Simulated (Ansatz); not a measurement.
# Si(eta1-allyl)H3 (C₃H₈Si): geometry, orbitals and charge

Aim: characterise Si(eta1-allyl)H3 (C₃H₈Si) as a singlet: its structure, frontier levels and distribution of charge.

Program: Ansatz 0.2.0, Gaussian basis. Level of theory: RKS PBE0-D4/def2-TZVP. These are calculated values, not measurements.

The runs, in order: relaxation at PBE0-D4/def2-SVP; a search for the lowest solution at PBE0-D4/def2-SVP; a single point at PBE0-D4/def2-TZVP.

### Step 1. Where the work starts

12 atoms, charge 0, spin multiplicity 1.

Atoms are counted from 1 here; the program's logs count them from 0.

Bond lengths: Si1–C2 1.911 Å, Si1–H10 1.464 Å, Si1–H11 1.463 Å, Si1–H12 1.465 Å, C2–C3 1.486 Å, C2–H5 1.092 Å, C2–H6 1.091 Å, C3–C4 1.321 Å, C3–H7 1.083 Å, C4–H8 1.078 Å, C4–H9 1.077 Å. Angles: C2–Si1–H10 109.4°, C2–Si1–H11 109.2°, C2–Si1–H12 108.5°, H10–Si1–H11 109.8°, H10–Si1–H12 109.6°, H11–Si1–H12 110.3°, Si1–C2–C3 111.1°, Si1–C2–H5 108.9°, Si1–C2–H6 109.5°, C3–C2–H5 109.7°, C3–C2–H6 110.0°, H5–C2–H6 107.6°, C2–C3–C4 124.7°, C2–C3–H7 115.4°, C4–C3–H7 119.9°, C3–C4–H8 121.6°, C3–C4–H9 122.2°, H8–C4–H9 116.3°.

As a file:

```xyz
12

Si   -0.07779   -0.69937   -1.63177
C    -0.03768   -0.78013    0.27677
C     0.51232    0.47437    0.85380
C    -0.20834    1.41005    1.44608
H     0.58006   -1.62650    0.58253
H    -1.04584   -0.95372    0.65547
H     1.58053    0.60892    0.73779
H    -1.27368    1.30512    1.57422
H     0.23100    2.31418    1.83167
H     1.28716   -0.55085   -2.14124
H    -0.89009    0.44374   -2.04781
H    -0.65765   -1.94581   -2.13749
```

The start is a GFN2-xTB geometry.

### Step 2. Optimising with PBE0-D4/def2-SVP

in.yaml

```yaml
crystal:
  periodic: [false, false, false]
  atoms:
    - {symbol: Si, position_ang: [-0.077790, -0.699370, -1.631770]}
    - {symbol: C, position_ang: [-0.037680, -0.780130, 0.276770]}
    - {symbol: C, position_ang: [0.512320, 0.474370, 0.853800]}
    - {symbol: C, position_ang: [-0.208340, 1.410050, 1.446080]}
    - {symbol: H, position_ang: [0.580060, -1.626500, 0.582530]}
    - {symbol: H, position_ang: [-1.045840, -0.953720, 0.655470]}
    - {symbol: H, position_ang: [1.580530, 0.608920, 0.737790]}
    - {symbol: H, position_ang: [-1.273680, 1.305120, 1.574220]}
    - {symbol: H, position_ang: [0.231000, 2.314180, 1.831670]}
    - {symbol: H, position_ang: [1.287160, -0.550850, -2.141240]}
    - {symbol: H, position_ang: [-0.890090, 0.443740, -2.047810]}
    - {symbol: H, position_ang: [-0.657650, -1.945810, -2.137490]}
basis:
  gaussian: {orbitals: def2-SVP}
hamiltonian: {xc: pbe0, dispersion: d4}
scf: {omitted_lower_state_checks: [starts]}
output: {orbitals: {seedname: orbitals}}
relax: {f_tol: 0.02, max_steps: 100}
```

Launch:

```sh
$ ansatz run in.yaml --threads 4 --pin off --events-out ev --progress --plain --max-ram 3916MiB
```

The runs that follow: Searching for the lowest solution, PBE0-D4/def2-SVP; Single point, PBE0-D4/def2-TZVP.

Before running them: what should the planned runs give, taken together? Wanted: point group; commonest bond, hydrogen aside; HOMO, LUMO at PBE0-D4/def2-TZVP; dipole at PBE0-D4/def2-SVP.

The runs gave:

| quantity | value |
| --- | --- |
| point group | C1 |
| commonest bond, hydrogen aside | C–C, 2 of mean length 1.414 Å |
| HOMO, LUMO at PBE0-D4/def2-TZVP | -7.18, 0.08 eV |
| dipole at PBE0-D4/def2-SVP | 0.52 D |

**Reading.** The molecule keeps its bonding pattern by the stored test; the atoms moved 0.07 Å (rms). No usable vibrations, so a minimum isn't proven. The HOMO lies nearest to C4 36 %; C3 27 % and the LUMO to C3, C4 about 26 % each; H8, H9 about 9 % each. The point group is read from a loosely relaxed geometry; soft torsions can leave it below the true symmetry.
